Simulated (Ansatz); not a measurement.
## AlP, triplet: the ladder up to UCCSDT(Q)

Geometry: that of the AlP⁻, doublet, kept fixed.

```xyz
2

Al    0.0000    0.0000    0.0000
P     0.0000    0.0000    2.1256
```

Basis aug-cc-pVDZ; Ansatz 0.2.0. Only valence electrons are correlated (noble-gas cores frozen), which leaves 8 electrons in 44 orbitals. Prefix R: restricted or restricted open-shell reference; prefix U: unrestricted. Active spaces: valence = (8e, 8o) chosen from the atoms' valence shells.

Full CI isn't at hand for all of this; UCCSDT(Q) serves as the reference, and is uncertain by the last step of the cluster series or more. The frozen core follows each run's orbitals, which can shift R against U totals by a few meV.

Coupled cluster chose its determinant by a search with trial CCSD, here up to 0.13 eV above the lowest Hartree–Fock solution of its kind.

* UHF ⟨S²⟩: 2.253
* ⟨S²⟩ of the determinant under UCCSD: 2.053
* T1 diagnostic (RCCSD): 0.0380
* largest doubles amplitude (RCCSD): 0.048
* T1 diagnostic (UCCSD): 0.0317

Question: From what is known of these methods and the diagnostics, rank them by the size of their error in total energy against UCCSDT(Q) in aug-cc-pVDZ, smallest first (an estimate: the text doesn't fix the numbers).
A. BCCD(T)
B. MRCISD (valence space)
C. RCCSD
D. UCCSDT
E. NEVPT2 (valence space)

Answer: D (2.2 kJ/mol), A (6.8 kJ/mol), B (27.4 kJ/mol), C (31.4 kJ/mol), E (80.1 kJ/mol).

All errors are against UCCSDT(Q) in aug-cc-pVDZ. Within each family the higher level lies nearer, as is usual though not guaranteed.

Natural occupations of CASSCF (valence space) about the gap: 1.988 1.944 1.940 1.013 0.990 0.064 0.032 0.029; effectively unpaired electrons, Σ n²(2−n)², 2.05.
